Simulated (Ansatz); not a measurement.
A made-up structure of C2H4N, doublet:

C1  (-0.695, 0.388, -0.352)
C2  (0.209, -0.504, 0.402)
N3  (1.438, -0.495, 0.493)
H4  (-1.397, 0.866, 0.335)
H5  (1.982, 0.341, 0.284)
H6  (-1.287, -0.199, -1.058)
H7  (1.866, -1.213, 1.075)
(Å)

It is relaxed with PBE-D4/def2-SVP and then PBE0-D4/def2-TZVP (Ansatz 0.2.0). Atoms count as bonded within 1.22 times the sum of their covalent radii (H–H: 0.88 Å). The end point is not checked to be a true minimum.

**Question.** Does its bonding change? (Judge from chemistry; the calculation decides.)

**Answer.** The calculation gives: No: no bond forms or breaks.

Where it ends: The first stage lowers the energy by 1.20 eV in 12 steps. It ends as C₂H₄N ([CH2][C][NH2]):
```xyz
7
angstrom
C -0.8129 0.1132 -0.2743
C 0.2542 -0.6062 0.0038
N 1.3794 -0.3799 0.7116
H -1.0270 1.0417 0.2572
H 1.9575 0.4059 0.4524
H -1.5300 -0.2126 -1.0174
H 1.8941 -1.1770 1.0456
```

Labels in which every atom is bracketed show which atoms are joined, not bond orders.

For scale, one of the runs: PBE0-D4/def2-TZVP relaxation, 117 basis functions, launched by `ansatz run in.yaml --threads 2 --pin off --events-out ev --progress --plain --max-ram 4352MiB`. Hardware: 2 CPU threads of an Intel Xeon 6975P-C, shared host. Wall time about 21 s.
